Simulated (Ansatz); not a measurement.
Relaxed structures of CH$_{6}$NSi (charge -1), closed shell (PBE0-D4/def2-TZVPD; forces vanish, vibrations not checked; lower isomers may exist, and structures with a doubtful reference or unclear bonds are left out; Å). Computed with Ansatz 0.2.0 (basis: def2-TZVPPD); correlated methods freeze the cores.

Question: Rank them by CCSD(T) energy, lowest first, and give each one's height above the lowest. Links in brackets join atoms within 1.22 times the sum of their covalent radii (1.1 for two metals). (An estimate is asked for; the value comes from the calculation.)
A.
CH₆NSi ([CH2][SiH2][NH2]), total charge -1
```
9
angstrom
C -1.0496 0.6455 -0.9701
Si 0.4363 0.2145 -0.1336
N 0.2543 -1.1547 0.9800
H -1.5601 -0.0169 -1.6676
H -1.3260 1.6946 -1.0572
H 0.9691 1.4474 0.5823
H 1.6993 -0.3114 -0.8300
H 1.0885 -1.4665 1.4633
H -0.5118 -1.0525 1.6329
```
B.
CH₆NSi ([CH3][SiH2][NH]), total charge -1
```
9
angstrom
C -0.7400 0.4020 -1.2143
Si 0.5998 0.0850 0.0927
N 0.3437 -1.3753 0.8251
H -1.7295 0.3982 -0.7459
H -0.5937 1.3651 -1.7160
H 0.5697 1.3803 0.9265
H 1.9019 0.3346 -0.6922
H 1.0023 -1.6528 1.5450
H -0.7237 -0.3914 -1.9685
```
C.
CH₆NSi ([CH3][SiH][NH2]), total charge -1
```
9
angstrom
C -1.0762 0.5812 -0.8498
Si 0.4064 0.5725 0.4133
N 0.0835 -1.0502 1.1809
H -1.1873 -0.3729 -1.3861
H -0.9278 1.3708 -1.5978
H -2.0215 0.7856 -0.3339
H 1.4737 0.1927 -0.6630
H 0.2471 -1.8682 0.6025
H 0.5838 -1.1810 2.0490
```

Answer: By the calculation: B (0.00 kcal/mol), C (5.97 kcal/mol), A (11.94 kcal/mol). Heights count from the lowest.

T1 diagnostic: at most 0.014.

For scale, one of the runs: CCSD(T)/def2-TZVPPD, 224 basis functions, launched by `ansatz run in.yaml --threads 2 --pin off --events-out ev --progress --plain --max-ram 4352MiB`. The run took 94 s on 2 CPU threads of an AMD EPYC 7R13 (shared host), with 3.5 GiB of host memory at its peak.
